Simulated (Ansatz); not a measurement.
**NO+ (singlet): from Hartree-Fock to the top rungs at distance N1–O2 = 1.054 Å, 6-31G**

Aim: climb from Hartree-Fock through coupled cluster and multireference methods for NO+ (singlet) at one geometry and basis, and see what each rung misses.

Method: 6-31G, core rule «outside noble gas», up to 2 orbitals frozen; program: Ansatz 0.2.0, Gaussian basis.

The runs, in order: UHF; CCSD(T) on RHF; BCCD(T) on RHF; CISD; CCSDT(Q) on RHF; CISDTQ; CCSDTQ on RHF; CASSCF and MRCISD+Q, 2 electrons in 2 orbitals; CASSCF and NEVPT2, 2 electrons in 2 orbitals; CASSCF and MRCISD+Q, 10 electrons in 8 orbitals; CASSCF and NEVPT2, 10 electrons in 8 orbitals; Full CI.

36 further runs of the same task are left out: 11 for a known fault of the program, 16 that didn't finish, 9 set aside as unsound or not needed. Runs told in other sessions of the task aren't counted.

### Step 1. The geometry

The geometry derives from a PBE0/def2-TZVP stationary point (not a proven minimum). One bond is set to the value named and the two fragments are kept rigid.

2 atoms, charge 1, spin multiplicity 1.

Atoms are counted from 1 here; the program's logs count them from 0.

Bond lengths: N1–O2 1.054 Å.

### Step 2. UHF

Input file in.yaml:

```yaml
crystal:
  periodic: [false, false, false]
  atoms:
    - {symbol: N, position_ang: [0.000000, 0.000000, 0.000000]}
    - {symbol: O, position_ang: [0.000000, 0.000000, 1.053700]}
basis:
  gaussian: {orbitals: 6-31G}
total_charge: 1
magnetization: {spin_polarized: true, initial_magnetization: 0}
hamiltonian: {xc: hf}
output: {orbitals: {seedname: orbitals}}
```

Command:

```
$ ansatz run in.yaml --threads 1 --pin off --events-out ev --progress --plain --max-ram 2393MiB
```

Further steps of the session: CCSD(T) on RHF; BCCD(T) on RHF; CISD; CCSDT(Q) on RHF; CISDTQ; CCSDTQ on RHF; CASSCF and MRCISD+Q, 2 electrons in 2 orbitals; CASSCF and NEVPT2, 2 electrons in 2 orbitals; CASSCF and MRCISD+Q, 10 electrons in 8 orbitals; CASSCF and NEVPT2, 10 electrons in 8 orbitals; Full CI.

**Question.** What will the summary of the whole plan be? Wanted: FCI from the RHF energy; RMP2 from FCI; RCCSD from FCI; RCCSD(T) from FCI; RCCSDT(Q) from FCI; NEVPT2 pair from FCI; MRCISD+Q pair from FCI; NEVPT2 valence from FCI; T1 diagnostic.

As calculated:

| quantity | value |
| --- | --- |
| FCI from the RHF energy | -7.0158 eV |
| RMP2 from FCI | -19.6 kJ/mol |
| RCCSD from FCI | +29.5 kJ/mol |
| RCCSD(T) from FCI | +5.5 kJ/mol |
| RCCSDT(Q) from FCI | -0.2 kJ/mol |
| NEVPT2 pair from FCI | +14.9 kJ/mol |
| MRCISD+Q pair from FCI | +21.7 kJ/mol |
| NEVPT2 valence from FCI | +41.0 kJ/mol |
| levels within 1 kcal/mol (43 meV) | RCCSDT(Q), RCCSDTQ, MRCISD+Q valence |
| T1 diagnostic | 0.018 |
| effectively unpaired electrons | 0.10 |

In words: RCCSD(T) lands +5.5 kJ/mol from the yardstick (0.8 % of the correlation energy). RMP2 falls below full CI, which methods that aren't variational can do. One determinant dominates. Of the multireference levels listed MRCISD+Q valence comes nearest in total energy (+1.4 kJ/mol), which doesn't show that its space is the better one. These misses are within one basis, not against nature.
